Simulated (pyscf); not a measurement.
Single points on ωB97X-D3(BJ)/def2-SVP structures (PySCF, gas phase). Correlated levels are frozen-core, on RHF or UHF. ΔMP2 is the change of the MP2 total energy from the triple- to the quadruple-zeta basis.

What are the homolytic bond dissociation enthalpies (298 K) of `[CH3][CH]([F])[Cl]` at CCSD(T)/def2-TZVPP + ΔMP2(QZVPP), weakest first?

C–Cl to H₃C–CH•–F + Cl•: 3.68 eV; C–C to CH₃• + F–CH•–Cl: 4.02 eV; C–H to H₃C–C•(F)–Cl + H•: 4.26 eV; C–H to •H₂C–CH(F)–Cl + H•: 4.47 eV; C–F to H₃C–CH•–Cl + F•: 4.82 eV. Ring and multiple bonds, and those that leave no two simple radicals, are not listed. •H₂C–CH(F)–Cl lies 0.26 eV over its isomer H₃C–C•(F)–Cl (electronic energy, ωB97M-D3(BJ)/def2-TZVP). Other isomers of H₃C–CH•–Cl, H₃C–CH•–F, H₃C–C•(F)–Cl were not searched in full and may lie lower. The CCSD(T) − MP2 part came from Ansatz, without density fitting, on the same reference. Left out: the spin-orbit lowering of Cl, F.
